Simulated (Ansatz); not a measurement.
Reading a saddle point

A first-order saddle point of CH6ClSi, doublet, PBE0-D4/def2-TZVP, with one imaginary mode of 1066i cm⁻¹:

```csv
atom,x (Å),y (Å),z (Å)
H1,-0.0141,-0.1170,0.0969
C2,-1.1784,-1.1485,0.1147
Cl3,-2.2435,-0.7104,-1.1621
Si4,1.1568,1.0089,-0.0017
H5,-1.5986,-0.9952,1.1024
H6,-0.6537,-2.0811,-0.0595
H7,1.9339,0.7997,-1.2518
H8,2.0609,0.8841,1.1730
H9,0.5366,2.3596,-0.0117
```

Computed with Ansatz 0.2.0 (basis: def2-TZVPP and def2-QZVPP); correlated methods freeze the cores; orbitals are unrestricted. Extrapolation: Hartree–Fock as exp(−7.88 √X), correlation as X^−2.97.

**Question.** Which contacts change along the imaginary mode, and what lies on either side? (Judge from chemistry; the calculation decides.)

**Answer.** By the calculation: The step is CH₃Cl ([CH3][Cl]) + SiH₃ → CH₂Cl ([CH2][Cl]) + SiH₄, with the molecules in contact on both sides. Shortening one way: H1–Si4; lengthening the same way: H1–C2.
| pair | one side (Å) | saddle (Å) | other side (Å) |
| --- | --- | --- | --- |
| H1–Si4 | 3.35 | 1.63 | 1.48 |
| H1–C2 | 1.09 | 1.56 | 3.25 |

**Question.** Which side is lower, and how far does the saddle lie above each? (To be estimated.)

**Answer.** Computed: The side with H1–C2 short is lower by 10.65 kcal/mol; the saddle lies 22.30 kcal/mol above it and 11.66 kcal/mol above the other (CCSD(T) at an estimated basis limit (MP2 extrapolated from triple and quadruple zeta, plus CCSD(T) − MP2 in triple zeta); electronic energies).

The T1 diagnostic stays at or below 0.016. ⟨S²⟩ of the unrestricted Hartree–Fock references: 0.75 to 0.78 (a pure state has 0.75). The end structure is not quite a true minimum (one mode of 26i cm⁻¹).

Radical steps of this kind take place in plasma deposition and etching.

Labels in which every atom is bracketed show which atoms are joined, not bond orders.

For scale, one of the runs: CCSD(T)/def2-TZVPP, 199 basis functions, launched by `ansatz run in.yaml --threads 4 --pin off --events-out ev --progress --plain --max-ram 9574MiB`. The run took 120 s on 4 CPU threads of an Arm Neoverse V1 (shared host), with 5.7 GiB of host memory at its peak.
